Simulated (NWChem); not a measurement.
The numbers come from NWChem runs, not from measurements. System: H$_{4}$Si, charge 0, spin multiplicity 1, at a geometry optimised with PBE0/def2-SVP. The structure started from a generated list of species. Level: EOM-CCSD/aug-cc-pVDZ, 5 core orbitals frozen.

Input file:

```
start mol
memory heap 100 mb stack 700 mb global 1900 mb
geometry units angstroms nocenter noautoz
  Si     0.000000     0.000000    -0.000000
  H      1.218746     0.000000     0.861824
  H     -1.218746     0.000000     0.861824
  H      0.000000    -1.218745    -0.861823
  H      0.000000     1.218745    -0.861823
  symmetry group C2v
end
basis spherical
  * library aug-cc-pvdz
end
scf
  rhf
  nopen 0
  maxiter 100
  thresh 1e-7
  semidirect memsize 60000000 filesize 0
end
tce
  freeze core 5
  ccsd
  nroots 1
  2eorb
  2emet 13
  thresh 1e-5
  maxiter 200
  tilesize 24
end
task tce energy
```

Part of the output:

```
             Northwest Computational Chemistry Package (NWChem) 7.3.0
             --------------------------------------------------------

                                NWChem Input Module
                                -------------------

 Scaling coordinates for geometry "geometry" by  1.889725989
 (inverse scale =  0.529177249)

 Turning off AUTOSYM since
 SYMMETRY directive was detected!

                             Geometry "geometry" -> ""
                             -------------------------

 Output coordinates in angstroms (scale by  1.889725989 to convert to a.u.)

  No.       Tag          Charge          X              Y              Z
 ---- ---------------- ---------- -------------- -------------- --------------
    1 Si                  14.0000     0.00000000     0.00000000     0.00000000
    2 H                    1.0000     1.21874600     0.00000000     0.86182400
    3 H                    1.0000    -1.21874600     0.00000000     0.86182400
    4 H                    1.0000     0.00000000    -1.21874500    -0.86182300
    5 H                    1.0000     0.00000000     1.21874500    -0.86182300

 Effective nuclear repulsion energy (a.u.)      21.1554661136

            Nuclear Dipole moment (a.u.)
            ----------------------------
        X                 Y               Z
 ---------------- ---------------- ----------------
     0.0000000000     0.0000000000     0.0000037795

      Symmetry information
      --------------------

 Group name             C2v
 Group number             16
 Group order               4
 No. of unique centers     3

      Symmetry unique atoms

     1    2    4


 Summary of "ao basis" -> "" (spherical)
 ------------------------------------------------------------------------------
       Tag                 Description            Shells   Functions and Types
 ---------------- ------------------------------  ------  ---------------------
 *                        aug-cc-pvdz                 on all atoms

 Summary of "ao basis" -> "ao basis" (spherical)
 ------------------------------------------------------------------------------
       Tag                 Description            Shells   Functions and Types
 ---------------- ------------------------------  ------  ---------------------
 Si                       aug-cc-pvdz               11       27   5s4p2d
 H                        aug-cc-pvdz                5        9   3s2p

                                 NWChem SCF Module
                                 -----------------

  ao basis        = "ao basis"
  functions       =    63
  atoms           =     5
  closed shells   =     9
  open shells     =     0
  charge          =   0.00
  wavefunction    = RHF
  use symmetry    = T
  symmetry adapt  = T

 Summary of "ao basis" -> "ao basis" (spherical)
 ------------------------------------------------------------------------------
       Tag                 Description            Shells   Functions and Types
 ---------------- ------------------------------  ------  ---------------------
 Si                       aug-cc-pvdz               11       27   5s4p2d
 H                        aug-cc-pvdz                5        9   3s2p

      Symmetry analysis of basis
      --------------------------

        a1         27
        a2          6
        b1         15
        b2         15

 Forming initial guess at       0.1s

      Superposition of Atomic Density Guess
      -------------------------------------

 Sum of atomic energies:        -290.83334042

      Non-variational initial energy
      ------------------------------

 Total energy =    -291.022738
 1-e energy   =    -444.113217
 2-e energy   =     131.935013
 HOMO         =      -0.432010
 LUMO         =       0.026788

      Symmetry analysis of molecular orbitals - initial
      -------------------------------------------------

  Numbering of irreducible representations:

     1 a1          2 a2          3 b1          4 b2

  Orbital symmetries:

     1 a1          2 a1          3 a1          4 b2          5 b1
     6 a1          7 a1          8 b2          9 b1         10 a1
    11 b1         12 b2         13 a1         14 b1         15 b2
    16 a1         17 a1         18 b1         19 b2

 Starting SCF solution at       1.0s

 ----------------------------------------------
         Quadratically convergent ROHF

 Convergence threshold     :          1.000E-07
 Maximum no. of iterations :          100
 Final Fock-matrix accuracy:          1.000E-09
 ----------------------------------------------

              iter       energy          gnorm     gmax       time
             ----- ------------------- --------- --------- --------
                 1     -291.2270583240  3.18D-01  1.06D-01      1.0
                 2     -291.2427852196  5.57D-02  1.41D-02      1.1
                 3     -291.2431903457  1.95D-03  5.35D-04      1.1
                 4     -291.2431908537  3.10D-06  8.06D-07      1.2
                 5     -291.2431908537  1.03D-09  4.13D-10      1.3

       Final RHF  results
       ------------------

         Total SCF energy =   -291.243190853730
      One-electron energy =   -445.139733195280
      Two-electron energy =    132.741076227969
 Nuclear repulsion energy =     21.155466113581

        Time for solution =      0.2s

       Symmetry analysis of molecular orbitals - final
       -----------------------------------------------

  Numbering of irreducible representations:

     1 a1          2 a2          3 b1          4 b2

  Orbital symmetries:

     1 a1          2 a1          3 b2          4 b1          5 a1
[...]
   0.0000082111473   0.3419009041540    9.30360     0.2     0.2
 --------------------------------------------------------------
 Iterations converged
 ------------------

 Excited state root  1
 Excitation energy / hartree =        0.341900904154037
                   / eV      =        9.303600929883631
 largest EOMCCSD amplitudes: R1 and R2

 Singles contributions
    10a1  (alpha) ---     7a1  (alpha)        0.8255201102
    17a1  (alpha) ---     7a1  (alpha)       -0.3501756479
    23a1  (alpha) ---     7a1  (alpha)        0.1130655281
    12b1  (alpha) ---     9b1  (alpha)       -0.1331959226
    14b1  (alpha) ---     9b1  (alpha)       -0.1032097788
    11b2  (alpha) ---     8b2  (alpha)        0.1331943593
    15b2  (alpha) ---     8b2  (alpha)       -0.1032099316

 Doubles contributions

 =========================================
 Excited-state calculation ( a2  symmetry)
 =========================================
 Dim. of EOMCC iter. space      500

 EOMCCSD SOLVER TYPE  1
  maxdiff =   0.54512973968825174

 No. of initial right vectors    2

 EOM-CCSD right-hand side iterations
 --------------------------------------------------------------
      Residuum       Omega / hartree  Omega / eV    Cpu    Wall
 --------------------------------------------------------------

 Iteration   1 using    2 trial vectors
   0.3065481480001   0.4418479290939   12.02330     0.3     0.3

 Iteration   2 using    3 trial vectors
   0.0744196437583   0.3792057185376   10.31872     0.2     0.2

 Iteration   3 using    4 trial vectors
   0.0670087769958   0.3713619421965   10.10528     0.2     0.2

 Iteration   4 using    5 trial vectors
   0.0631720151934   0.3630380804316    9.87877     0.2     0.2

 Iteration   5 using    6 trial vectors
   0.0473734424281   0.3555102650956    9.67393     0.2     0.2

 Iteration   6 using    7 trial vectors
   0.0324804505034   0.3533002167798    9.61379     0.2     0.2

 Iteration   7 using    8 trial vectors
   0.0226301210538   0.3525011717553    9.59205     0.2     0.2

 Iteration   8 using    9 trial vectors
   0.0127753228751   0.3518179867757    9.57346     0.2     0.2

 Iteration   9 using   10 trial vectors
   0.0065904750656   0.3516753240424    9.56958     0.2     0.2

 Iteration  10 using   11 trial vectors
   0.0025727416807   0.3516965045345    9.57015     0.2     0.2

 Iteration  11 using   12 trial vectors
   0.0007828089498   0.3516643277139    9.56928     0.2     0.2

 Iteration  12 using   13 trial vectors
   0.0002589121432   0.3516577928493    9.56910     0.2     0.2

 Iteration  13 using   14 trial vectors
   0.0000882828946   0.3516535660576    9.56898     0.2     0.2

 Iteration  14 using   15 trial vectors
   0.0000307192828   0.3516534957324    9.56898     0.2     0.2

 Iteration  15 using   16 trial vectors
   0.0000124511161   0.3516535788081    9.56898     0.2     0.2

 Iteration  16 using   17 trial vectors
   0.0000061249860   0.3516534571492    9.56898     0.2     0.2
 --------------------------------------------------------------
 Iterations converged
 ------------------

 Excited state root  1
 Excitation energy / hartree =        0.351653457149237
                   / eV      =        9.568981512422273
 largest EOMCCSD amplitudes: R1 and R2

 Singles contributions
    12b1  (alpha) ---     8b2  (alpha)        0.4673766280
    14b1  (alpha) ---     8b2  (alpha)       -0.2299457762
    18b1  (alpha) ---     8b2  (alpha)        0.4026176530
    11b2  (alpha) ---     9b1  (alpha)        0.4676284634
    15b2  (alpha) ---     9b1  (alpha)        0.2300665728
    19b2  (alpha) ---     9b1  (alpha)       -0.4028319843

 Doubles contributions

 =========================================
 Excited-state calculation ( b1  symmetry)
 =========================================
 Dim. of EOMCC iter. space      500

 EOMCCSD SOLVER TYPE  1
  maxdiff =   0.52133522079052741

 No. of initial right vectors    1

 EOM-CCSD right-hand side iterations
 --------------------------------------------------------------
      Residuum       Omega / hartree  Omega / eV    Cpu    Wall
 --------------------------------------------------------------

 Iteration   1 using    1 trial vectors
   0.3174977044418   0.4267505132815   11.61248     0.3     0.3

 Iteration   2 using    2 trial vectors
   0.0794201475434   0.3597119755729    9.78827     0.2     0.2

 Iteration   3 using    3 trial vectors
   0.0609282394840   0.3509657014036    9.55027     0.2     0.2

 Iteration   4 using    4 trial vectors
   0.0395189319240   0.3449288274738    9.38599     0.2     0.2

 Iteration   5 using    5 trial vectors
   0.0184887561518   0.3425903169873    9.32236     0.2     0.2

 Iteration   6 using    6 trial vectors
   0.0086989327230   0.3421692630888    9.31090     0.2     0.2

 Iteration   7 using    7 trial vectors
   0.0081405291287   0.3421001282609    9.30902     0.2     0.2

 Iteration   8 using    8 trial vectors
   0.0059987765430   0.3419546603643    9.30506     0.2     0.2

 Iteration   9 using    9 trial vectors
   0.0030750291056   0.3418785960864    9.30299     0.2     0.2

 Iteration  10 using   10 trial vectors
   0.0015496968984   0.3419068377645    9.30376     0.2     0.2

 Iteration  11 using   11 trial vectors
   0.0008603015063   0.3419060334609    9.30374     0.2     0.2

 Iteration  12 using   12 trial vectors
   0.0005256739578   0.3418940150644    9.30341     0.2     0.2

 Iteration  13 using   13 trial vectors
   0.0003822399349   0.3418914173182    9.30334     0.2     0.2

 Iteration  14 using   14 trial vectors
   0.0003179473122   0.3418940995826    9.30342     0.2     0.2

 Iteration  15 using   15 trial vectors
   0.0002420979617   0.3418933930013    9.30340     0.2     0.2

 Iteration  16 using   16 trial vectors
   0.0001265259239   0.3418937929411    9.30341     0.2     0.2

 Iteration  17 using   17 trial vectors
   0.0000598629093   0.3418945363303    9.30343     0.2     0.2

 Iteration  18 using   18 trial vectors
   0.0000302964551   0.3418946693509    9.30343     0.2     0.2

 Iteration  19 using   19 trial vectors
   0.0000151664132   0.3418944599493    9.30343     0.2     0.2

 Iteration  20 using   20 trial vectors
   0.0000082317715   0.3418944297974    9.30342     0.2     0.2
 --------------------------------------------------------------
 Iterations converged
 ------------------

 Excited state root  1
 Excitation energy / hartree =        0.341894429797440
                   / eV      =        9.303424753601783
 largest EOMCCSD amplitudes: R1 and R2

 Singles contributions
    10a1  (alpha) ---     9b1  (alpha)        0.8252228905
    13a1  (alpha) ---     9b1  (alpha)       -0.1331385843
    16a1  (alpha) ---     9b1  (alpha)       -0.1031591626
    17a1  (alpha) ---     9b1  (alpha)       -0.3500480762
    23a1  (alpha) ---     9b1  (alpha)        0.1130219682
    12b1  (alpha) ---     7a1  (alpha)       -0.1330967997
    14b1  (alpha) ---     7a1  (alpha)       -0.1031560052

 Doubles contributions

 =========================================
 Excited-state calculation ( b2  symmetry)
 =========================================
 Dim. of EOMCC iter. space      500

 EOMCCSD SOLVER TYPE  1
  maxdiff =   0.52133554223329182

 No. of initial right vectors    1

 EOM-CCSD right-hand side iterations
 --------------------------------------------------------------
      Residuum       Omega / hartree  Omega / eV    Cpu    Wall
 --------------------------------------------------------------

 Iteration   1 using    1 trial vectors
   0.3174978578905   0.4267507932143   11.61248     0.3     0.3

 Iteration   2 using    2 trial vectors
   0.0794201550209   0.3597122179571    9.78827     0.2     0.2

 Iteration   3 using    3 trial vectors
   0.0609282581084   0.3509659400326    9.55027     0.2     0.2

 Iteration   4 using    4 trial vectors
   0.0395189326820   0.3449290615005    9.38600     0.2     0.2

 Iteration   5 using    5 trial vectors
   0.0184887559477   0.3425905517455    9.32237     0.2     0.2

 Iteration   6 using    6 trial vectors
   0.0086989379972   0.3421694987241    9.31091     0.2     0.2

 Iteration   7 using    7 trial vectors
   0.0081405412270   0.3421003641161    9.30903     0.2     0.2

 Iteration   8 using    8 trial vectors
   0.0059987992764   0.3419548956381    9.30507     0.2     0.2

 Iteration   9 using    9 trial vectors
   0.0030750455289   0.3418788307746    9.30300     0.2     0.2

 Iteration  10 using   10 trial vectors
   0.0015497086398   0.3419070725604    9.30377     0.2     0.2

 Iteration  11 using   11 trial vectors
   0.0008603114667   0.3419062682071    9.30375     0.2     0.2

 Iteration  12 using   12 trial vectors
   0.0005256820979   0.3418942496331    9.30342     0.2     0.2

 Iteration  13 using   13 trial vectors
   0.0003822477022   0.3418916518612    9.30335     0.2     0.2

 Iteration  14 using   14 trial vectors
   0.0003179542985   0.3418943342006    9.30342     0.2     0.2

 Iteration  15 using   15 trial vectors
   0.0002421022459   0.3418936276024    9.30340     0.2     0.2

 Iteration  16 using   16 trial vectors
   0.0001265281704   0.3418940275514    9.30341     0.2     0.2

 Iteration  17 using   17 trial vectors
   0.0000598645242   0.3418947709599    9.30343     0.2     0.2

 Iteration  18 using   18 trial vectors
   0.0000302986376   0.3418949039872    9.30344     0.2     0.2

 Iteration  19 using   19 trial vectors
   0.0000151699789   0.3418946945592    9.30343     0.2     0.2

 Iteration  20 using   20 trial vectors
   0.0000082384388   0.3418946643949    9.30343     0.2     0.2
 --------------------------------------------------------------
 Iterations converged
 ------------------

 Excited state root  1
 Excitation energy / hartree =        0.341894664394877
                   / eV      =        9.303431137325564
 largest EOMCCSD amplitudes: R1 and R2

 Singles contributions
    10a1  (alpha) ---     8b2  (alpha)       -0.8252228468
    13a1  (alpha) ---     8b2  (alpha)       -0.1331407093
    16a1  (alpha) ---     8b2  (alpha)       -0.1031570708
    17a1  (alpha) ---     8b2  (alpha)        0.3500480806
    23a1  (alpha) ---     8b2  (alpha)       -0.1130220079
    11b2  (alpha) ---     7a1  (alpha)       -0.1330953089
    15b2  (alpha) ---     7a1  (alpha)        0.1031572866

 Doubles contributions

 Task  times  cpu:       21.7s     wall:       21.7s

 Total times  cpu:       21.8s     wall:       21.8s
```
